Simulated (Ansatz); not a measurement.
Basis-set extrapolation for CH$_{3}$Na, SMILES `[CH3][Na]` (PBE0-D4/def2-TZVP geometry, frozen core, Ansatz 0.2.0). Multiplicity 1, RHF reference. For Na the program correlates outer-core shells too, which these sets cover unevenly, so the extrapolated numbers aren't a true limit.

|  | def2-TZVPP | def2-QZVPP |
| --- | --- | --- |
| HF | -201.431741 | -201.440742 |
| MP2 correlation | -0.372893 | -0.410339 |
| CCSD(T) correlation | -0.403957 | -0.442422 |

Energies in hartree. Use E(X) = E(∞) + A·exp(−7.88·√X) for Hartree–Fock and E(X) = E(∞) + B·X^(−2.97) for correlation, with X = 3 and 4.

Q: What is the CCSD(T) energy at the basis-set limit?

A: HF limit: -201.440742 + (-0.009001) × 0.13774 = -201.44198. Correlation limit: -0.442422 + (-0.038465) × 0.74074 = -0.47091. Total: -201.91289 hartree, 2.10 eV below CCSD(T)/def2-TZVPP.
